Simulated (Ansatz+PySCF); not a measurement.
The numbers below are computed, except where a source is named.
Input for Ansatz (development build ahead of 0.2.0):

```yaml
crystal:
  periodic: [false, false, false]
  atoms:
    - { symbol: "N", position_ang: [0.0, 0.0, -0.14562] }
    - { symbol: H, position_ang: [0.0, 0.79994, 0.50966] }
    - { symbol: H, position_ang: [0.0, -0.79994, 0.50966] }
    - { symbol: H, position_ang: [10.0, 0.0, 0.0] }
basis:
  gaussian: { orbitals: cc-pVDZ }
magnetization:
  spin_polarized: true
hamiltonian:
  xc: hf
scf:
  omitted_lower_state_checks: [starts, atomic_configurations, cluster_reference, orbital_swaps, given_window_search, neighbouring_geometries, increment]
```

The input is written out in the form of the current development build from the run's settings.

The run gave:

```yaml
Converged: yes
Total_energy: -56.06600 hartree
Spin_squared_of_the_determinant: 1.008
Stability_test: minimum
```

Caution: the unrestricted determinant is a mixture of spin states.
